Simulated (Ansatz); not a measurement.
## One structure, 3 elements: LiV, LiNb, LiTa

Plane-wave DFT in Ansatz with scalar-relativistic PAW potentials, cutoff 420 eV, Γ-centred meshes chosen by cell and gap, Gaussian smearing with energies taken to zero width. Every cell was relaxed (cell and atoms) in a run of its own, within the symmetry of its start. Functional: PBE.

All members share space group P4/mmm and the same sites; only the element on one set of sites changes (V, Nb, Ta). Members needn't be the stable form of their composition. Energies over the elements, where given, are against the elements' standard states in the same functional (H₂, N₂, O₂ and halogens uncorrected, Hg as a solid). The first member:

Space group P4/mmm (No. 123). a = 2.393 Å, b = 2.393 Å, c = 4.916 Å, α = 90.00°, β = 90.00°, γ = 90.00°
```
atom site symmetry x y z
  Li    1d     4/mmm  0.5000  0.5000  0.5000
   V    1a     4/mmm  0.0000  0.0000  0.0000
```

| compound | V (Å³/atom) | a (Å) | c (Å) | energy over elements (eV/atom) |
| --- | --- | --- | --- | --- |
| LiV | 14.08 | 2.393 | 4.916 | 0.457 |
| LiTa | 17.60 | 2.653 | 5.000 | 0.578 |

Question: Predict the member with Nb.

Answer: V (Å³/atom) 17.48, a (Å) 2.625, c (Å) 5.073, energy over elements (eV/atom) 0.437. Interpolating linearly in period between V and Ta would give 15.84 Å³/atom (9.4 % too small), with 0.517 eV/atom over the elements. Over the whole series the volume grows at each step down the group; all are metallic on the mesh; none is bound against its elements in this structure, and Nb comes closest. Ta is hardly larger than Nb here (17.60 against 17.48 Å³/atom), as one expects from the lanthanide contraction and relativistic shrinking of 6s.

Spin-orbit coupling is left out, which matters for the bands of heavy elements.